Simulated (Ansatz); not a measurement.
## Ansatz (development build ahead of 0.2.0) run

```yaml
crystal:
  periodic: [false, false, false]
  atoms:
    - { symbol: C, position_ang: [-0.01908, -0.0155, -0.6165] }
    - { symbol: C, position_ang: [0.00374, 0.00451, 0.72173] }
    - { symbol: H, position_ang: [0.0193, 0.73337, 1.52784] }
    - { symbol: H, position_ang: [-0.01835, -1.01662, -1.20006] }
    - { symbol: H, position_ang: [-0.03376, 0.85893, -1.20284] }
basis:
  gaussian: { orbitals: "6-31G" }
magnetization:
  spin_polarized: true
  initial_magnetization: 1
hamiltonian:
  xc: hf
correlation:
  method: mp2
  frozen_orbitals: { C: 1, H: 0 }
```

The input is written out in the form of the current development build from the run's settings.

Results

| Property | Result |
| --- | --- |
| Converged | yes |
| Reference energy | -77.36091 hartree |
| Correlation energy | -0.14106 hartree |
| Total energy | -77.50197 hartree |
| Spin squared of the determinant | 1.074 |

Caution: the unrestricted determinant is spin contaminated.
